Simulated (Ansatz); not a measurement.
## Ansatz (development build ahead of 0.2.0) run

```yaml
crystal:
  periodic: [false, false, false]
  atoms:
    - { symbol: Cl, position_ang: [0.0, 0.0, 0.0] }
    - { symbol: Li, position_ang: [0.0, 0.0, 4.872] }
    - { symbol: O, position_ang: [0.0, 3.2861, -0.8805] }
basis:
  gaussian: { orbitals: pcseg-2 }
magnetization:
  initial_magnetization: 2
hamiltonian:
  xc: { name: wB97X }
```

The input is written out in the form of the current development build from the run's settings.

Output:

```json
{
  "Converged": "yes",
  "Total energy": "-542.75883 hartree",
  "Spin squared of the determinant": "2.000",
  "Stability test": "minimum among restricted orbitals"
}
```

Caution: stretched shape with no unrestricted run beside it, a lower state can exist; charge can spread falsely over distant fragments; other spin multiplicities may lie lower.
